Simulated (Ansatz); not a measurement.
Basis-set extrapolation for C$_{6}$H$_{10}$, SMILES `C#CC(C)(C)C` (PBE0-D4/def2-TZVP geometry, frozen core, Ansatz). Multiplicity 1, RHF reference.

|  | def2-TZVPP | def2-QZVPP |
| --- | --- | --- |
| HF | -233.057747 | -233.068242 |
| MP2 correlation | -1.008745 | -1.071235 |
| CCSD(T) correlation | -1.105036 | not run |

Energies in hartree. Use E(X) = E(∞) + A·exp(−7.88·√X) for Hartree–Fock and E(X) = E(∞) + B·X^(−2.97) for correlation, with X = 3 and 4, and add CCSD(T) minus MP2 of the smaller set to the MP2 limit.

Task: What is the CCSD(T) energy at the basis-set limit?

Result: HF limit: -233.068242 + (-0.010495) × 0.13774 = -233.06969. MP2 limit: -1.071235 + (-0.062490) × 0.74074 = -1.11752. Higher-order term: -1.105036 − (-1.008745) = -0.09629. Total: -234.28350 hartree, 3.28 eV below CCSD(T)/def2-TZVPP.
